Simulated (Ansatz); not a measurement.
Geometry optimisation, RKS PBE0-D4/6-31G* in Ansatz 0.2.0.

Input file:

```yaml
crystal:
  periodic: [false, false, false]
  atoms:
    - { symbol: Si, position_ang: [-0.163734, 0.176981, -0.13286] }
    - { symbol: H, position_ang: [-0.310623, 0.303232, 1.323415] }
    - { symbol: H, position_ang: [1.28701, 0.075413, -0.447501] }
    - { symbol: H, position_ang: [-0.67991, 1.412683, -0.792472] }
    - { symbol: Si, position_ang: [-1.368432, -1.660887, -0.968104] }
    - { symbol: H, position_ang: [-2.093033, -2.374046, 0.121081] }
    - { symbol: H, position_ang: [-2.37092, -1.175429, -1.959723] }
    - { symbol: H, position_ang: [-0.476338, -2.635463, -1.656331] }
    - { symbol: Si, position_ang: [1.334196, -2.452202, 1.491515] }
    - { symbol: H, position_ang: [0.354579, -3.347808, 0.813913] }
    - { symbol: H, position_ang: [2.459513, -2.165581, 0.558879] }
    - { symbol: H, position_ang: [1.856655, -3.144993, 2.704561] }
    - { symbol: H, position_ang: [0.654037, -1.205897, 1.873028] }
basis:
  gaussian: { orbitals: "6-31G*" }
hamiltonian:
  xc: pbe0
  dispersion: d4
relax:
  f_tol: 0.03
  max_steps: 50
output:
  orbitals: {}
```

Command:

```bash
$ ansatz run input.yaml --threads 1 --pin off --max-ram 2048MiB --backend cpu --events-out ev --progress --plain --runs-dir out
```

Problem. Where does it end, and by what steps?

Solution. The forces met the threshold. The force dipped under the threshold on the way, but the program's further checks kept it going. After 24 steps the energy has fallen by 0.279 eV; H2 moved furthest, 1.31 Å.

| step | energy less start (eV) | largest force component (eV/Å) | accepted |
| --- | --- | --- | --- |
| 0 | 0.0000 | 0.637 | yes |
| 1 | -0.1514 | 0.134 | yes |
| 2 | -0.2202 | 0.104 | yes |
| 3 | -0.2325 | 0.015 | yes |
| 4 | -0.2350 | 0.058 | yes |
| 5 | -0.2364 | 0.070 | yes |
| 6 | -0.2391 | 0.131 | yes |
| 7 | -0.2427 | 0.170 | yes |
| 8 | -0.2428 | 0.240 | yes |
| 9 | -0.2438 | 0.299 | yes |
| 10 | -0.2616 | 0.036 | yes |
| 11 | -0.2641 | 0.137 | yes |
| 12 | -0.2668 | 0.133 | yes |
| 13 | -0.2688 | 0.070 | yes |
| 14 | -0.2709 | 0.063 | yes |
| 15 | -0.2716 | 0.089 | yes |
| 16 | -0.2719 | 0.157 | yes |
| 17 | -0.2745 | 0.081 | yes |
| 18 | -0.2761 | 0.003 | yes |
| 19 | -0.2769 | 0.016 | yes |
| 20 | -0.2745 | 0.193 | no |
| 21 | -0.2777 | 0.049 | yes |
| 22 | -0.2781 | 0.064 | yes |
| 23 | -0.2784 | 0.055 | yes |
| 24 | -0.2787 | 0.024 | yes |

```xyz
13
Properties=species:S:1:pos:R:3
Si -0.311 0.372 -0.440
H -0.946 1.211 0.616
H 1.058 0.002 0.021
H -0.176 1.194 -1.677
Si -1.599 -1.532 -0.876
H -1.851 -2.294 0.379
H -2.913 -1.138 -1.460
H -0.905 -2.429 -1.845
Si 1.626 -2.716 1.644
H 1.172 -3.103 0.279
H 2.845 -1.868 1.538
H 1.940 -3.942 2.428
H 0.543 -1.950 2.322
```

Whether the end is a true minimum wasn't checked by a vibrational analysis.

Run time: 81 s on 1 thread of Intel(R) Xeon(R) Platinum 8488C (Sapphire Rapids), with other jobs on the host, peak memory 0.18 GiB.
